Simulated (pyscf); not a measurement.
## Four-centre exchange: H₃Si–AsH₂ + water (H₂O) → HO–SiH₂–AsH₂ + hydrogen (H₂)

Gas phase, singlet surface, charge 0. Bonds broken: Si2–H5, O8–H9. Bonds formed: Si2–O8, H5–H9. PySCF, gas phase, ωB97X-D3(BJ)/def2-SVP geometries.

Transition state (Å):

```xyz
10

As    -1.1810    -1.6290     0.9558
Si    -0.4746     0.5176     0.2904
H     -1.7547    -1.9009    -0.4259
H     -2.5296    -1.1898     1.5065
H      0.6118    -0.3951    -0.8284
H     -1.6031     1.4291     0.7138
H      0.7088     1.0502     1.0129
O     -0.6119     1.1831    -1.4695
H      0.0841     0.2986    -1.5699
H     -1.4786     1.1724    -1.9065
```

One imaginary mode, 1308i cm⁻¹; descent along it reached the two sides named.

```json
[
 {"bond": "Si2–H5", "change": "breaks", "reactant side (Å)": "1.491", "saddle": "1.807", "product side": "4.1"},
 {"bond": "O8–H9", "change": "breaks", "reactant side (Å)": "0.965", "saddle": "1.130", "product side": "2.487"},
 {"bond": "Si2–O8", "change": "forms", "reactant side (Å)": "3.0", "saddle": "1.886", "product side": "1.673"},
 {"bond": "H5–H9", "change": "forms", "reactant side (Å)": "2.7", "saddle": "1.144", "product side": "0.762"}
]
```

Electronic energies relative to the separated reactants (kcal/mol):

| level | barrier | reaction energy | reverse barrier |
|---|---|---|---|
| ωB97X-D3(BJ)/def2-TZVP | 36.1 | -15.8 | 52.0 |
| PBE/def2-TZVP | 30.8 | -13.9 | 44.7 |
| r²SCAN/def2-TZVP | 32.3 | -16.5 | 48.8 |
| B3LYP-D3(BJ)/def2-TZVP | 35.6 | -15.9 | 51.5 |
| PBE0-D3(BJ)/def2-TZVP | 33.2 | -14.0 | 47.2 |
| M06-2X/def2-TZVP | 36.0 | -17.8 | 53.8 |
| ωB97M-D3(BJ)/def2-TZVP | 35.5 | -15.4 | 50.9 |
| HF/def2-TZVP | 54.8 | -14.0 | 68.8 |

With ωB97M-D3(BJ)/def2-TZVP energies and thermal terms (ideal gas, 1 atm, RRHO with modes under 100 cm⁻¹ raised to 100, one conformer, R ln 2 for chiral ones without a mode under 150 cm⁻¹), in kcal/mol:

| T (K) | ΔH‡ | ΔG‡ | ΔH | ΔG |
|---|---|---|---|---|
| 298 | 33.7 | 44.5 | -18.1 | -16.3 |
| 600 | 33.7 | 55.5 | -17.0 | -14.8 |
| 900 | 34.3 | 66.3 | -16.1 | -13.9 |
| 1200 | 35.2 | 76.8 | -15.4 | -13.3 |

One saddle was located; it need not be the lowest between these sides. Elements up to Kr have no core potential and no relativistic terms here.
